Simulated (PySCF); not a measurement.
# Heteronuclear NMR

Geometry:
```tsv
atom	x (Å)	y (Å)	z (Å)
O1	-0.659	1.126	-0.554
C2	-0.414	0.025	-0.167
O3	0.782	-0.539	-0.159
H4	-1.155	-0.678	0.240
H5	1.454	0.068	-0.515
```

- B3LYP/pcJ-1 coupling constants
- shielding tensors at PBE0/pcSseg-1 (GIAO)
- structure optimised with GFN2-xTB
- code: PySCF 2.14.0 with density-fitted response routines
- single conformer, non-relativistic Hamiltonian, in vacuum

**Question.** Predict the $^{17}$O NMR data.

**Answer.** 
| atoms | environment | σ (ppm) | δ (ppm) |
| --- | --- | --- | --- |
| O1 | carbonyl oxygen | -110.0 | 366.9 |
| O3 | acid hydroxyl oxygen | 126.4 | 151.6 |

Shieldings were converted by a linear fit to measured shifts: $^{17}$O (scatter 10.7 ppm rms, 12.2 ppm with the 3 outliers that the fit left out vs liquid water, solution or neat liquid). Occasional misses reach two or three times the rms, and more in compound classes unlike the fitted ones.

Couplings (the largest are listed; each averaged over equivalent pairs; quadrupolar broadening usually hides them): $^{1}J$(C2,O3) = 34.5 Hz, $^{1}J$(O1,C2) = 26.3 Hz, $^{2}J$(O3,H4) = -47.9 Hz, $^{2}J$(O1,H4) = -9.6 Hz, $^{2}J$(O1,O3) = -7.0 Hz.

On a 500 MHz spectrometer $^{17}$O resonates near 67.8 MHz, so 1 ppm is 67.8 Hz.

In solution the two oxygens of a carboxylic acid exchange roles by proton transfer and give one 17O line. Hydrogen bonding in solution shields acid and N–H amide carbonyl oxygens by tens of ppm.
